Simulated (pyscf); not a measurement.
# Four-centre exchange: HO–SiH₂–OH + HO–SiH₃ → HO–SiH(OH)–O–SiH₃ + H₂

Gas phase, singlet surface, charge 0. Bonds broken: Si2–H5, O8–H10. Bonds formed: Si2–O8, H5–H10. Single points on ωB97X-D3(BJ)/def2-SVP structures (PySCF, gas phase).

Transition state (Å):

```xyz
13

O      0.5066     0.6676    -0.4020
Si     0.3341    -0.9165     0.1931
O     -0.3192    -1.5746    -1.1985
H      0.4168     0.7276    -1.3590
H     -0.4127    -2.2508     1.1201
H      1.6894    -1.3165     0.6255
H     -0.6096    -2.4876    -1.1021
O     -0.6264    -0.2236     1.5788
Si    -1.3494     1.3351     1.5711
H     -0.8225    -1.3106     1.6927
H     -2.2591     1.3133     2.7496
H     -2.1518     1.5269     0.3396
H     -0.3016     2.3617     1.7538
```

One imaginary mode, 1263i cm⁻¹; descent along it reached the two sides named.

```
bond    change  reactant side (Å)  saddle  product side
------  ------  -----------------  ------  ------------
Si2–H5  breaks              1.481   1.788           3.9
O8–H10  breaks              0.962   1.110         2.525
Si2–O8   forms                2.7   1.823         1.660
H5–H10   forms                3.2   1.175         0.762
```

Electronic energies relative to the separated reactants (kcal/mol):

| level | barrier | reaction energy | reverse barrier |
|---|---|---|---|
| ωB97X-D3(BJ)/def2-TZVP | 26.4 | -29.8 | 56.2 |
| PBE/def2-TZVP | 25.2 | -24.9 | 50.2 |
| r²SCAN/def2-TZVP | 24.6 | -29.3 | 53.9 |
| B3LYP-D3(BJ)/def2-TZVP | 27.8 | -28.8 | 56.6 |
| PBE0-D3(BJ)/def2-TZVP | 25.2 | -27.0 | 52.2 |
| M06-2X/def2-TZVP | 26.5 | -31.6 | 58.1 |
| ωB97M-D3(BJ)/def2-TZVP | 27.2 | -28.2 | 55.4 |
| HF/def2-TZVP | 47.2 | -26.9 | 74.1 |

With ωB97M-D3(BJ)/def2-TZVP energies and thermal terms (ideal gas, 1 atm, RRHO with modes under 100 cm⁻¹ raised to 100, one conformer, R ln 2 for chiral ones without a mode under 150 cm⁻¹), in kcal/mol:

```csv
T (K),ΔH‡,ΔG‡,ΔH,ΔG
298,25.6,38.4,-30.8,-28.0
600,25.9,51.4,-29.5,-25.7
900,26.5,64.0,-28.6,-24.1
1200,27.4,76.3,-27.9,-22.7
```

This is the saddle that the search found; another between the same sides may lie lower.
